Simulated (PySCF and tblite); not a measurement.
Values are calculated unless marked as measured or tabulated.
C₅H₈O, numbered as in [CH3:1]/[CH:2]=[CH:3]/[C:4]([CH3:5])=[O:6]. Conformers came from 90 starts (ETKDG and KDG, MMFF94s, GFN2-xTB); geometries are PBE0-D3(BJ)/def2-SVP. Free energies are PBE0-D3(BJ)/def2-TZVP (IEF-PCM, chloroform) single points with GFN2-xTB rigid-rotor and vibrational terms (modes under about 100 cm⁻¹ blended into free rotors). Symmetry numbers and mirror images are counted. Conformers within 3 kcal/mol (GFN2-xTB free energy) were kept, 8 at most. GIAO shieldings: WP04/pcSseg-1 (IEF-PCM, chloroform). Shifts are against TMS (¹H), TMS (¹³C) at the same level. Codes: tblite and PySCF.

Torsions listed: C2–C3–C4–O6.

```json
{"conformer": "1", "shape": "-179°", "point group": "Cs", "mirror pair": "no", "ΔE(DFT)": "0.00", "Δ(G−E) at 298.15 K": "0.00", "δ C3 (ppm)": "139.6"}
{"conformer": "2", "shape": "0°", "point group": "Cs", "mirror pair": "no", "ΔE(DFT)": "0.50", "Δ(G−E) at 298.15 K": "-0.24", "δ C3 (ppm)": "134.1"}
```

Energies in kcal/mol; the thermal term leaves out symmetry numbers and mirror images.

(1) Work out the weights at 298.15 K and the ¹³C shift of C3 under fast exchange.

Results:

(1) RT = 0.592 kcal/mol. Each conformer gets RT ln(σ/g), with σ the rotational symmetry number and g = 2 for a mirror pair: 1: σ = 1, g = 1, G = 0.00 + 0.00 + 0.00 = 0.00, 0.00 above the lowest, exp(−ΔG/RT) = 1.000; 2: σ = 1, g = 1, G = 0.50 − 0.24 + 0.00 = 0.26, 0.26 above the lowest, exp(−ΔG/RT) = 0.645. The sum is 1.645, so the weights are 60.8, 39.2 %. The averaged shift is 137.5 ppm. At 298.15 K the leading conformer alone gives 139.6 ppm and bare DFT energies give 138.0 ppm.
